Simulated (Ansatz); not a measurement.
# SiHF: small, medium and large basis sets

The task here is to estimate one member of a computed series from the others.

Method: one geometry, several basis sets; program: Ansatz 0.2.0, Gaussian basis.

Levels to be run: PBE0-D4/def2-SVP; ωB97M-V/def2-SVP; PBE0-D4/def2-QZVPP; ωB97M-V/def2-QZVPP; CCSD(T)/cc-pV(D+d)Z; CCSD(T)/cc-pV(T+d)Z; CCSD(T)/cc-pV(Q+d)Z; the functionals' def2-TZVPP values are taken from earlier runs.

### The relaxed structure

The geometry comes from an earlier relaxation with PBE0-D4 in a triple-zeta def2 set; it is a stationary point.

SMILES `F[SiH]`, 3 atoms, charge 0, spin multiplicity 1.

Atoms are counted from 1 here; the program's logs count them from 0.

Bond lengths: F1–Si2 1.612 Å, Si2–H3 1.540 Å. Angles: F1–Si2–H3 96.3°.

The first run:

The input, in.yaml:

```yaml
crystal:
  periodic: [false, false, false]
  atoms:
    - {symbol: F, position_ang: [-1.090239, 0.024419, -0.602325]}
    - {symbol: Si, position_ang: [0.186840, 0.629368, 0.173848]}
    - {symbol: H, position_ang: [0.892399, -0.718587, 0.415277]}
basis:
  gaussian: {orbitals: def2-SVP}
hamiltonian: {xc: pbe0, dispersion: d4}
output: {orbitals: {seedname: orbitals}}
```

Started as:

```
ansatz run in.yaml --threads 2 --pin off --events-out ev --progress --plain --max-ram 32768MiB --backend cpu
```

Among the steps run: PBE0-D4 in def2-SVP; ωB97M-V in def2-SVP; PBE0-D4 in def2-QZVPP; ωB97M-V in def2-QZVPP.

One table of the session follows, with a row left open; its other results are not shown here.

```
functional       basis  HOMO (eV)  LUMO (eV)
   PBE0-D4    def2-SVP          ?          ?
   PBE0-D4  def2-TZVPP      -6.97      -2.65
   PBE0-D4  def2-QZVPP      -7.00      -2.69
   ωB97M-V    def2-SVP      -8.95      -0.39
   ωB97M-V  def2-TZVPP      -9.07      -0.60
   ωB97M-V  def2-QZVPP      -9.11      -0.70
```

**Question.** Estimate the row for PBE0-D4, def2-SVP.

The run gave: HOMO (eV): -6.89; LUMO (eV): -2.56. In the column «HOMO (eV)» it is the highest.
